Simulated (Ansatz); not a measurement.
# C₄H₃Cl: one species, many methods

How much do the methods differ for C₄H₃Cl? The plan is to run it at one geometry with functionals of several rungs and with coupled cluster, and see how far each lands from CCSD(T) at the basis-set limit for the atomisation energy.

Computed with Ansatz 0.2.0, Gaussian basis. Level: functionals in def2-TZVPP, the program's frozen cores in correlated methods.

Plan: LDA (SPW92), PBE-D4, revPBE-D4, BLYP-D4, r2SCAN-D4, B97M-V, PBE0-D4, B3LYP-D4, r2SCANh-D4, r2SCAN0-D4, HSE06-D4, BHLYP-D4, CAM-B3LYP-D4, LC-ωPBE, ωB97X-V, ωB97M-V, B2PLYP, PBE-QIDH; CCSD(T)/def2-SVP; CCSD(T)/def2-TZVPP; MP2/def2-QZVPP; extrapolation to the limit; RPA on PBE.

## (1) The relaxed structure

The geometry comes from an earlier relaxation with PBE0-D4 in a triple-zeta def2 set; it is a stationary point, not always the lowest conformer.

SMILES `C=C1C=C1Cl`, 8 atoms, charge 0, spin multiplicity 1.

Atoms are counted from 1 here; the program's logs count them from 0.

Bond lengths: C1–C2 1.323 Å, C1–H6 1.082 Å, C1–H7 1.082 Å, C2–C3 1.449 Å, C2–C4 1.424 Å, C3–C4 1.311 Å, C3–H8 1.077 Å, C4–Cl5 1.672 Å. Angles: C2–C1–H6 120.9°, C2–C1–H7 120.5°, H6–C1–H7 118.6°, C1–C2–C3 152.4°, C1–C2–C4 153.2°, C3–C2–C4 54.3°, C2–C3–C4 61.9°, C2–C3–H8 148.6°, C4–C3–H8 149.5°, C2–C4–C3 63.8°, C2–C4–Cl5 148.3°, C3–C4–Cl5 147.9°.

## (2) LDA

This LDA is Slater exchange with PW92 correlation.

Input file in.yaml:

```yaml
crystal:
  periodic: [false, false, false]
  atoms:
    - {symbol: C, position_ang: [0.041345, 1.499761, 0.020843]}
    - {symbol: C, position_ang: [-0.032373, 0.179708, -0.015350]}
    - {symbol: C, position_ang: [-0.753505, -1.061445, -0.210405]}
    - {symbol: C, position_ang: [0.518045, -1.128596, 0.102969]}
    - {symbol: Cl, position_ang: [1.850269, -2.089004, 0.419224]}
    - {symbol: H, position_ang: [-0.827397, 2.110374, -0.185455]}
    - {symbol: H, position_ang: [0.974905, 1.991860, 0.258296]}
    - {symbol: H, position_ang: [-1.679190, -1.559857, -0.445922]}
basis:
  gaussian: {orbitals: def2-TZVPP}
hamiltonian: {xc: lda}
output: {orbitals: {seedname: orbitals}}
```

Launch:

```bash
$ ansatz run in.yaml --threads 2 --pin off --events-out ev --progress --plain --max-ram 4352MiB
```

The runs that follow: PBE-D4 (GGA); revPBE-D4 (GGA); BLYP-D4 (GGA); r2SCAN-D4 (meta-GGA); B97M-V (meta-GGA); PBE0-D4 (hybrid); B3LYP-D4 (hybrid); r2SCANh-D4 (hybrid); r2SCAN0-D4 (hybrid); HSE06-D4 (hybrid); BHLYP-D4 (hybrid); CAM-B3LYP-D4 (range-separated); LC-ωPBE (range-separated); ωB97X-V (range-separated); ωB97M-V (range-separated); B2PLYP (double hybrid); PBE-QIDH (double hybrid); CCSD(T) in def2-SVP; CCSD(T) in def2-TZVPP; MP2 in def2-QZVPP; RPA on PBE orbitals.

**Question.** What will the summary of the whole plan be? Wanted: atomisation energy, CCSD(T)/CBS; farthest beyond LDA; mean size of error, GGA; mean size of error, meta-GGA; mean size of error, hybrid; mean size of error, range-separated; mean size of error, double hybrid; gap, smallest and largest; T1 diagnostic.

**Answer**, as computed:

| quantity | value |
| --- | --- |
| atomisation energy, CCSD(T)/CBS | 3367.5 kJ/mol |
| functionals within 16.8 kJ/mol (0.5 %) | r2SCAN0-D4, B2PLYP |
| farthest beyond LDA | PBE-D4 (+192.8 kJ/mol) |
| mean size of error, GGA | 106.2 kJ/mol |
| mean size of error, meta-GGA | 54.9 kJ/mol |
| mean size of error, hybrid | 63.2 kJ/mol |
| mean size of error, range-separated | 29.2 kJ/mol |
| mean size of error, double hybrid | 25.4 kJ/mol |
| gap, smallest and largest | 3.37 eV (LDA (SPW92)), 10.46 eV (LC-ωPBE) |
| T1 diagnostic | 0.0124 |
| triples share of the correlation energy | 4.9 % |

The LDA atomisation energy is off by 633.1 kJ/mol (19 %): it overbinds. PBE-D4 misses by +192.8 kJ/mol. Double hybrids carry the basis error of their MP2 part in triple zeta, and no dispersion term here, so their miss is partly the set-up's. Taken by rung, double hybrid functionals do best (25.4 kJ/mol on average) and GGA ones worst beyond LDA (106.2 kJ/mol). The gap between the best rungs is small, so their order is not settled. Misses under about 16.8 kJ/mol are within the doubt on the reference itself, which lacks core-valence correlation, relativity and higher excitations. Hartree-Fock recovers 71 % of the binding; the rest is correlation. CCSD(T) in def2-SVP is off by -141.6 kJ/mol, so the small basis spoils what the method gains. Orbital gaps span 3.4 to 10.5 eV; exact exchange widens them.
